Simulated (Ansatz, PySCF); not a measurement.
System: C2H6S, charge 0, singlet. C2H6S (SMILES CSC).
B3LYP-D3(BJ)/def2-TZVP minimum from Ansatz (an electronic-structure program):
```xyz
9

C      0.0016     1.3789    -0.5167
S      0.0002     0.0021     0.6601
C     -0.0019    -1.3822    -0.5079
H      0.0029     2.2993     0.0655
H      0.8930     1.3571    -1.1446
H     -0.8903     1.3593    -1.1440
H     -0.0029    -2.2988     0.0802
H     -0.8938    -1.3644    -1.1353
H      0.8895    -1.3666    -1.1359
```

Total energies in hartree (Ansatz). Radicals and triplets start from unrestricted determinants; spin-orbit coupling is neglected. Cores are frozen in correlated methods. No relativity. Where a partner has so few electrons that a lower coupled-cluster level is exact, that level stands in.

```csv
species,HF/cc-pV(T+d)Z,CCSD(T)/cc-pV(T+d)Z,HF/cc-pV(Q+d)Z,CCSD(T)/cc-pV(Q+d)Z,CCSD(T)/cc-pV(D+d)Z,CCSDT(Q)/cc-pV(D+d)Z
1: C2H6S (SMILES S(C)C),-476.80438,-477.40946,-476.81330,-477.45258,-477.25546,-477.25726
2: C (triplet),-37.69157,-37.78076,-37.69331,-37.78654,-37.76038,-37.76071
3: S (triplet),-397.50938,-397.65444,-397.51264,-397.66785,-397.60412,-397.60456
4: H (doublet),-0.49981,-0.49981,-0.49995,-0.49995,-0.49928,-0.49928
```

Work out the enthalpy of formation at 298 K (by atomisation, with ideal-gas terms from PySCF's Hessian at B3LYP-D3(BJ)/def2-TZVP and the atoms' measured values of the G2/97 table; no spin-orbit terms) in kJ/mol: take Hartree-Fock from cc-pV(Q+d)Z, extrapolate the CCSD(T) correlation energy as X^-3 (X = 3, 4), and add CCSDT(Q) - CCSD(T) in cc-pV(D+d)Z. The further terms named in the bracket sum to +1.20918 hartree. 1 hartree = 2625.5 kJ/mol.


Species 1: correlation (64·(-0.63928) - 27·(-0.60508))/37 = -0.66424; step -0.00180; E1 = -476.81330 + (-0.66424) + (-0.00180) = -477.47934
Species 2: correlation (64·(-0.09323) - 27·(-0.08919))/37 = -0.09618; step -0.00033; E2 = -37.69331 + (-0.09618) + (-0.00033) = -37.78982
Species 3: correlation (64·(-0.15521) - 27·(-0.14506))/37 = -0.16262; step -0.00044; E3 = -397.51264 + (-0.16262) + (-0.00044) = -397.67570
Species 4: correlation (64·(0.00000) - 27·(0.00000))/37 = 0.00000; step +0.00000; E4 = -0.49995 + (0.00000) + (+0.00000) = -0.49995
+1·E1 -2·E2 -1·E3 -6·E4 +1.20918 = -0.01512 hartree = -39.7 kJ/mol. Measured: -8.9 kcal/mol, -37.2 kJ/mol (G2/97 table in ASE (Curtiss et al.)); atomic spin-orbit terms, which the calculations lack, would raise the computed values. The composite differs from it by -2.5 kJ/mol; core, relativistic and spin-orbit terms are not in it.
